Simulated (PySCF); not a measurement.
An unknown shows these calculated signals:

¹H NMR (500 MHz, computed): δ 5.59 (m, 1H), 2.97 (m, 1H), 2.74 (m, 1H), 2.40 (m, 1H), 2.22 (m, 1H).

¹³C{¹H} NMR (computed): δ 210.8 (C, d, J = 10.3 Hz), 100.6 (CH, d, J = 281.0 Hz), 40.7 (CH2, d, J = 10.8 Hz), 22.3 (CH2, d, J = 20.3 Hz).

PySCF calculation with couplings computed with B3LYP/pcJ-1 (spin–dipole term only in couplings to heteroatoms), σ from GIAO-PBE0/pcSseg-1 and GFN2-xTB structure; non-relativistic Hamiltonian, one conformer, gas phase.

References, each an isolated molecule treated in the same way: ¹H and ¹³C against TMS.

Task: Which of these does the molecule contain: a heteroaromatic ring, a benzene ring, a ketone, an NH or NH2 group?

Result: 
- A heteroaromatic ring: no.
- A benzene ring: no.
- A ketone: yes (δC 210.8).
- An NH or NH2 group: no.

The data belong to `InChI=1S/C4H5FO/c5-3-1-2-4(3)6/h3H,1-2H2/t3-/m0/s1`; they needn't prove each group on their own.

Carbon signals by region: 1 in the far downfield region (above 160 ppm), 1 in the sp2 and nitrile region (100–160 ppm), 2 below 50 ppm. Above 160 ppm: 210.8, ketone carbonyl carbon.

Common functionals overestimate the size of one-bond C–F couplings by tens of Hz; these are unscaled. Splittings below 1 Hz are ignored in the labels, and close J values are merged. Unscaled 3J(H,H) at this level run about 10 % above measured values. Shifts are as computed. Against solution values, carbons near 30 ppm lie about +3 ppm off and those near 130 ppm about +5 ppm. Of 1211 compounds with measured shifts, 218 miss one by over three times the rms of a fit or turn the order of signals round; such compounds aren't used in these exercises. Only one conformer was computed, so three-bond couplings in flexible chains and rings are approximate.
